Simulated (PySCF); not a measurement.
Compound: C₃H₅FS.
Cartesian coordinates in Å at the PBE0-D3(BJ)/def2-SVP level; atoms count from 1:
```
atom  x, y, z in Å
C1     1.2994   -0.0751   -0.1056
C2    -0.0587    0.5625   -0.1866
S3    -0.7941    1.2950    1.3219
C4    -1.2649   -0.1168    0.3133
F5    -2.3936   -0.0289   -0.4164
H6     1.4592   -0.7447   -0.9665
H7     1.4041   -0.6583    0.8206
H8     2.0912    0.6877   -0.1164
H9    -0.2446    1.1755   -1.0773
H10   -1.1770   -1.1011    0.7902
```

Method: PBE0-D3(BJ)/def2-SVP geometry optimisation, gas phase (PySCF).

Masses are those of the commonest isotopes; rigid-rotor values at the optimised geometry. 

(1) What are A, B and C (cm⁻¹)?

(2) Classify the top.

(3) Is it planar, by Δ = Ic − Ia − Ib?

(4) Give the other two planar moments, Paa and Pbb, and the rms extents of the mass along the axes.

(5) Which types of transition are allowed, and where do some lines up to J = 4 fall?

Answers

(1) Ia = 91.55, Ib = 139.74, Ic = 210.02 u·Å²; 505379 MHz·u·Å²/I gives 5520, 3617 and 2406 MHz, that is A = 0.18414, B = 0.12064, C = 0.08027 cm⁻¹.

(2) An asymmetric top: κ = (2 × 3617 − 5520 − 2406)/(5520 − 2406) = -0.22.

(3) Not planar: Δ = Ic − Ia − Ib = -21.27 u·Å². For a rigid frame Δ = −2 Σ m c², so Σ m c² = 10.64 u·Å² lies off the ab plane: 5.96 from hydrogen and 4.67 from heavier atoms. The atom farthest from that plane is 1.48 Å away.

(4) Paa = Σ m a² = (Ib + Ic − Ia)/2 = 129.10 and Pbb = Σ m b² = (Ia + Ic − Ib)/2 = 80.91 u·Å². With the mass M = 92.01 u, the rms extents √(P/M) along a, b and c are 1.18, 0.94, 0.34 Å.

(5) The dipole components are |μa| = 1.71 D, |μb| = 1.44 D, |μc| = 0.48 D. Intensities carry the squares of the components, which stand as 1.00 : 0.71 : 0.08 (a : b : c). Some lines, for components of 0.1 D or more:

```tsv
type	branch	J(Ka,Kc)	MHz	lower level (cm⁻¹)
a	Q	4(2,2) ← 4(2,3)	4562	2.333
a	Q	3(1,2) ← 3(1,3)	7163	1.160
b	Q	2(2,1) ← 2(1,2)	9342	0.626
b	Q	3(2,2) ← 3(1,3)	11386	1.160
a	R	2(0,2) ← 1(0,1)	11626	0.201
b	R	3(1,2) ← 2(2,1)	13846	0.937
b	Q	4(2,3) ← 4(1,4)	14096	1.862
c	Q	4(4,1) ← 4(3,1)	16410	2.812
b	Q	4(4,0) ← 4(3,1)	16429	2.812
a	R	4(1,4) ← 3(1,3)	21046	1.160
b	R	4(1,3) ← 3(2,2)	21129	1.540
a	R	4(0,4) ← 3(0,3)	21359	1.144
b	R	3(3,0) ← 2(2,1)	30940	0.937
c	R	4(4,0) ← 3(3,0)	41681	1.970
```

Stationary, but not proved a minimum. These are rigid-rotor constants of the computed structure; measured ground-state constants (B0) also hold zero-point vibration. A rigid rotor knows nothing of internal rotation, which can split or shift real lines.

Time: 24 s of wall time. Hardware: one thread of an x86-64 server, shared host. This is the geometry optimisation.
